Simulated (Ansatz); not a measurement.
**Nudged elastic band run: CH7AlO**

Input file:

```yaml
crystal:
  periodic: [false, false, false]
  atoms:
    - { symbol: Al, position_ang: [0.065588, -0.079279, 0.019585] }
    - { symbol: H, position_ang: [0.051978, 0.848125, 1.330887] }
    - { symbol: H, position_ang: [1.441644, -0.380412, -0.7466] }
    - { symbol: H, position_ang: [-1.277473, -0.098771, -0.872373] }
    - { symbol: O, position_ang: [-0.174961, -1.831764, 0.973899] }
    - { symbol: C, position_ang: [-0.442078, -2.991845, 0.170727] }
    - { symbol: H, position_ang: [0.369163, -3.04409, -0.556097] }
    - { symbol: H, position_ang: [-0.431022, -3.883513, 0.80238] }
    - { symbol: H, position_ang: [-1.397976, -2.890547, -0.351639] }
    - { symbol: H, position_ang: [-0.839164, -1.746006, 1.67373] }
basis:
  gaussian: { orbitals: "6-31G*" }
hamiltonian:
  xc: pbe0
  dispersion: d4
neb:
  order_check: false
  images: 7
  f_tol: 0.05
  max_iterations: 60
  final_atoms:
    - { symbol: Al, position_ang: [0.24248622, -0.46158259, -0.71423671] }
    - { symbol: H, position_ang: [-0.68890024, -0.17304047, 2.54699733] }
    - { symbol: H, position_ang: [1.50655612, 0.49134715, -0.6801966] }
    - { symbol: H, position_ang: [-1.18066689, -0.09069352, -1.32598917] }
    - { symbol: O, position_ang: [0.45560623, -2.01570376, -0.03903157] }
    - { symbol: C, position_ang: [-0.46900417, -3.06036904, 0.09242794] }
    - { symbol: H, position_ang: [-0.07765201, -3.96839121, -0.38372408] }
    - { symbol: H, position_ang: [-0.63715979, -3.28349121, 1.15444751] }
    - { symbol: H, position_ang: [-1.44358977, -2.82930705, -0.36440538] }
    - { symbol: H, position_ang: [-0.3419767, -0.7068703, 2.15820971] }
  initial_path:
    images:
      - { positions_ang: [[0.065588, -0.079279, 0.019585], [0.051978, 0.848125, 1.330887], [1.441644, -0.380412, -0.7466], [-1.277473, -0.098771, -0.872373], [-0.174961, -1.831764, 0.973899], [-0.442078, -2.991845, 0.170727], [0.369163, -3.04409, -0.556097], [-0.431022, -3.883513, 0.80238], [-1.397976, -2.890547, -0.351639], [-0.839164, -1.746006, 1.67373]] }
      - { positions_ang: [[0.01146274, -0.05930706, -0.00880451], [0.00374293, 0.66376756, 1.45137171], [1.37879387, -0.26538938, -0.7816616], [-1.33315397, -0.11617188, -0.86890103], [-0.10098115, -1.85232046, 0.89846077], [-0.43886259, -3.01869703, 0.15716926], [0.36084561, -3.2589143, -0.38522876], [-0.65012243, -3.76683247, 0.78092974], [-1.2351911, -2.89429277, -0.49604613], [-0.63083492, -1.52994421, 1.69720954]] }
      - { positions_ang: [[-0.04266251, -0.03933512, -0.03719401], [-0.04449213, 0.47941011, 1.57185643], [1.31594375, -0.15036675, -0.81672319], [-1.38883493, -0.13357276, -0.86542907], [-0.0270013, -1.87287693, 0.82302254], [-0.43564718, -3.04554906, 0.14361151], [0.35252821, -3.47373861, -0.21436052], [-0.86922286, -3.65015194, 0.75947947], [-1.0724062, -2.89803854, -0.64045325], [-0.42250584, -1.31388242, 1.72068909]] }
      - { positions_ang: [[-0.09678777, -0.01936318, -0.06558352], [-0.0927272, 0.29505267, 1.69234114], [1.25309362, -0.03534413, -0.85178479], [-1.4445159, -0.15097364, -0.8619571], [0.04697855, -1.89343339, 0.74758431], [-0.43243178, -3.07240108, 0.13005377], [0.34421082, -3.68856291, -0.04349228], [-1.08832329, -3.53347141, 0.73802921], [-0.9096213, -2.9017843, -0.78486038], [-0.21417676, -1.09782062, 1.74416863]] }
      - { positions_ang: [[-0.15091302, 0.00060876, -0.09397302], [-0.14096226, 0.11069522, 1.81282585], [1.19024349, 0.0796785, -0.88684639], [-1.50019687, -0.16837452, -0.85848513], [0.1209584, -1.91398985, 0.67214608], [-0.42921637, -3.09925311, 0.11649603], [0.33589342, -3.90338722, 0.12737596], [-1.30742372, -3.41679088, 0.71657895], [-0.7468364, -2.90553007, -0.9292675], [-0.00584768, -0.88175883, 1.76764818]] }
      - { positions_ang: [[-0.05256321, -0.11493908, -0.24903894], [-0.27794676, 0.0397613, 1.99636872], [1.26932165, 0.18259566, -0.83518394], [-1.42031437, -0.14895427, -0.97536114], [0.20462036, -1.93941833, 0.49435167], [-0.43916332, -3.08953209, 0.11047901], [0.23250706, -3.91963822, -0.00039905], [-1.13985773, -3.38346596, 0.82604609], [-0.92102474, -2.88647432, -0.78805197], [-0.08987993, -0.8380367, 1.86528856]] }
      - { positions_ang: [[0.0457866, -0.23048691, -0.40410487], [-0.41493125, -0.03117262, 2.17991159], [1.3483998, 0.28551282, -0.78352149], [-1.34043188, -0.12953402, -1.09223715], [0.28828232, -1.96484681, 0.31655726], [-0.44911027, -3.07981107, 0.10446199], [0.12912071, -3.93588921, -0.12817406], [-0.97229175, -3.35014104, 0.93551323], [-1.09521308, -2.86741856, -0.64683644], [-0.17391219, -0.79431457, 1.96292894]] }
      - { positions_ang: [[0.14413641, -0.34603475, -0.55917079], [-0.55191574, -0.10210655, 2.36345446], [1.42747796, 0.38842999, -0.73185905], [-1.26054939, -0.11011377, -1.20911316], [0.37194427, -1.99027528, 0.13876284], [-0.45905722, -3.07009006, 0.09844496], [0.02573435, -3.95214021, -0.25594907], [-0.80472577, -3.31681613, 1.04498037], [-1.26940142, -2.8483628, -0.50562091], [-0.25794444, -0.75059243, 2.06056932]] }
      - { positions_ang: [[0.24248622, -0.46158259, -0.71423671], [-0.68890024, -0.17304047, 2.54699733], [1.50655612, 0.49134715, -0.6801966], [-1.18066689, -0.09069352, -1.32598917], [0.45560623, -2.01570376, -0.03903157], [-0.46900417, -3.06036904, 0.09242794], [-0.07765201, -3.96839121, -0.38372408], [-0.63715979, -3.28349121, 1.15444751], [-1.44358977, -2.82930705, -0.36440538], [-0.3419767, -0.7068703, 2.15820971]] }
```

Run as:

```bash
$ ansatz run input.yaml --threads 1 --pin off --max-ram 2048MiB --backend cpu --events-out ev --progress --plain --runs-dir out
```

Output, in part (warnings, iteration lines, the closing report on the highest movable image, with atoms numbered from 0):

```
NEB end point (image 0): max|allowed force component| = 1.273e-2 eV/Å (the criterion of neb.relax_end_points is 1.000e-2)
NEB end point (image 8): max|allowed force component| = 2.485e-2 eV/Å (the criterion of neb.relax_end_points is 1.000e-2)
NEB iter   1: max|band force component| = 5.460e0 eV/Å  barrier→ = 2.1126 eV  barrier← = 2.2388 eV  Δτ_max = 0.2000 Å  (209 SCF iters)
NEB iter   2: max|band force component| = 2.994e0 eV/Å  barrier→ = 1.0310 eV  barrier← = 1.1573 eV  Δτ_max = 0.2000 Å  (184 SCF iters)
NEB iter   3: max|band force component| = 2.576e0 eV/Å  barrier→ = 0.7467 eV  barrier← = 0.8729 eV  Δτ_max = 0.1206 Å  (181 SCF iters)
NEB iter   4: max|band force component| = 6.794e-1 eV/Å  barrier→ = 0.7303 eV  barrier← = 0.8565 eV  Δτ_max = 0.1798 Å  (160 SCF iters)
NEB iter   5: max|band force component| = 1.078e0 eV/Å  barrier→ = 0.7058 eV  barrier← = 0.8321 eV  CI = image 4  Δτ_max = 0.1996 Å  (163 SCF iters)
NEB iter   6: max|band force component| = 5.632e-1 eV/Å  barrier→ = 0.8329 eV  barrier← = 0.9592 eV  CI = image 4  Δτ_max = 0.1998 Å  (169 SCF iters)
NEB iter   7: max|band force component| = 3.465e-1 eV/Å  barrier→ = 0.8120 eV  barrier← = 0.9382 eV  CI = image 4  Δτ_max = 0.1747 Å  (166 SCF iters)
NEB iter   8: max|band force component| = 3.135e-1 eV/Å  barrier→ = 0.8085 eV  barrier← = 0.9348 eV  CI = image 4  Δτ_max = 0.1615 Å  (157 SCF iters)
NEB iter   9: max|band force component| = 3.155e-1 eV/Å  barrier→ = 0.7951 eV  barrier← = 0.9214 eV  CI = image 4  Δτ_max = 0.0809 Å  (155 SCF iters)
NEB iter  10: max|band force component| = 2.242e-1 eV/Å  barrier→ = 0.7907 eV  barrier← = 0.9170 eV  CI = image 4  Δτ_max = 0.0682 Å  (155 SCF iters)
NEB iter  11: max|band force component| = 1.236e-1 eV/Å  barrier→ = 0.7855 eV  barrier← = 0.9118 eV  CI = image 4  Δτ_max = 0.0577 Å  (158 SCF iters)
NEB iter  12: max|band force component| = 1.330e-1 eV/Å  barrier→ = 0.7831 eV  barrier← = 0.9094 eV  CI = image 4  Δτ_max = 0.0289 Å  (153 SCF iters)
NEB iter  13: max|band force component| = 9.417e-2 eV/Å  barrier→ = 0.7818 eV  barrier← = 0.9080 eV  CI = image 4  Δτ_max = 0.0289 Å  (152 SCF iters)
NEB iter  14: max|band force component| = 4.520e-2 eV/Å  barrier→ = 0.7807 eV  barrier← = 0.9070 eV  CI = image 4  Δτ_max = 0.0402 Å  (147 SCF iters)
NEB iter  15: max|band force component| = 4.563e-2 eV/Å  barrier→ = 0.7798 eV  barrier← = 0.9061 eV  CI = image 4  Δτ_max = 0.0000 Å  (189 SCF iters)
Total energy: -9786.58787813 eV, -359.6504709336 hartree
Atom 0 at     0.147479    -0.270723    -0.206320 Å, force     0.001227     0.001344    -0.001563 eV/Å
Atom 1 at    -0.630773    -0.074010     1.402254 Å, force    -0.003605    -0.001305     0.001995 eV/Å
Atom 2 at     1.497540     0.558863    -0.251448 Å, force    -0.001743    -0.000425    -0.001311 eV/Å
Atom 3 at    -0.978947    -0.275535    -1.329952 Å, force     0.002165    -0.001517    -0.000414 eV/Å
Atom 4 at     0.290390    -1.926394     0.652863 Å, force     0.015499     0.004023     0.010313 eV/Å
Atom 5 at    -0.507036    -3.037593     0.281406 Å, force    -0.013658    -0.016272    -0.005847 eV/Å
Atom 6 at    -0.145452    -3.447636    -0.667675 Å, force    -0.002961     0.002462    -0.001194 eV/Å
Atom 7 at    -0.428283    -3.810367     1.052171 Å, force     0.001677     0.003869    -0.004609 eV/Å
Atom 8 at    -1.563000    -2.759191     0.159609 Å, force     0.002304    -0.001293     0.002260 eV/Å
Atom 9 at    -0.316219    -1.055516     1.351590 Å, force    -0.000905     0.009114     0.000369 eV/Å
Dipole moment:    -0.201111    -0.355258     0.001578 e Å
```

The forces met the threshold. The band force fell under the threshold earlier too, but the program's further tests of the path sent the band on. A vibrational analysis at the climbing image gives one clearly imaginary mode, 1298i cm⁻¹: a first-order saddle point. The orbitals stay closed-shell, which can raise the energy where a bond breaks towards radicals; this wasn't checked here.

Final band (atoms are numbered from 1 in the order of the input):

| image | path coordinate (Å) | energy (kJ/mol) | Al1–H2 (Å) | O5–H10 (Å) | H2–H10 (Å) |
| --- | --- | --- | --- | --- | --- |
| 0 | 0.00 | 0.0 | 1.61 | 0.97 | 2.76 |
| 1 | 0.70 | 0.6 | 1.61 | 0.97 | 2.58 |
| 2 | 1.39 | 2.2 | 1.61 | 0.97 | 2.43 |
| 3 | 2.09 | 13.6 | 1.63 | 0.98 | 1.88 |
| 4 | 2.79 | 75.2 | 1.80 | 1.27 | 1.03 |
| 5 | 3.55 | 2.2 | 2.25 | 2.06 | 0.76 |
| 6 | 4.30 | -11.3 | 2.69 | 2.70 | 0.75 |
| 7 | 5.06 | -12.3 | 2.98 | 2.87 | 0.75 |
| 8 | 5.81 | -12.2 | 3.40 | 2.68 | 0.75 |

Time of the run: 3.9 min on 1 thread of Intel(R) Xeon(R) Platinum 8375C CPU @ 2.90GHz (Ice Lake), with other jobs on the host, peak memory 0.14 GiB.
